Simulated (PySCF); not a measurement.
Compound: C4H7FO.
Geometry (GFN2-xTB, Å), atoms numbered from 1 in this order:
```
atom  x, y, z in Å
C1     1.3495   -0.4857    0.1174
C2     0.0129    0.0399   -0.3933
C3    -1.0365   -1.0491   -0.4544
O4    -0.8268   -2.2195   -0.3189
C5    -0.4895    1.2025    0.4660
F6    -1.6080    1.7677   -0.0926
H7     1.2508   -0.8247    1.1457
H8     2.1126    0.2870    0.0732
H9     1.6653   -1.3306   -0.4879
H10    0.1201    0.4109   -1.4211
H11   -2.0528   -0.6602   -0.6541
H12   -0.7672    0.8693    1.4714
H13    0.2653    1.9929    0.5309
```

PySCF, density fitting, gas phase, GFN2-xTB geometry. The standard run uses grid level 2 after a coarse-grid start, the def2-universal JK fitting basis (with tight functions added where the orbital basis needs them), an energy threshold of 1e-9 Eh and DIIS. The changed runs have no coarse-grid stage.

Problem. Standard PBE0/pcSseg-1: E = -331.291046 Eh, HOMO -7.480 eV, LUMO -0.823 eV, dipole 2.407 D, 14 cycles (coarse-grid cycles included). What changes at PBE0/pcSseg-1 with: fitting basis def2-qzvpp-jkfit?

Solution. E = -331.291080 Eh (-0.034 mEh), HOMO -7.480 eV (0.000), LUMO -0.823 eV (0.000), dipole 2.407 D (0.000), 10 SCF cycles. Of the changed settings only the fitting basis enters the energy expression; the total energy moves by 0.02 kcal/mol.

The cycles:
```
cycle   1  E = -331.1525126236  dE =  7.188e-01  |g| = 8.542e-01  |ddm| = 3.014e+00
cycle   2  E = -330.7613344704  dE =  3.912e-01  |g| = 1.671e+00  |ddm| = 2.235e+00
cycle   3  E = -331.2848392670  dE = -5.235e-01  |g| = 1.752e-01  |ddm| = 1.742e+00
cycle   4  E = -331.2902145524  dE = -5.375e-03  |g| = 7.241e-02  |ddm| = 1.713e-01
cycle   5  E = -331.2910348428  dE = -8.203e-04  |g| = 1.481e-02  |ddm| = 5.032e-02
cycle   6  E = -331.2910737547  dE = -3.891e-05  |g| = 5.382e-03  |ddm| = 1.350e-02
cycle   7  E = -331.2910793902  dE = -5.636e-06  |g| = 1.082e-03  |ddm| = 4.397e-03
cycle   8  E = -331.2910796028  dE = -2.126e-07  |g| = 3.815e-04  |ddm| = 1.427e-03
cycle   9  E = -331.2910796328  dE = -3.000e-08  |g| = 4.098e-05  |ddm| = 3.846e-04
cycle  10  E = -331.2910796332  dE = -3.381e-10  |g| = 1.400e-05  |ddm| = 5.688e-05
```
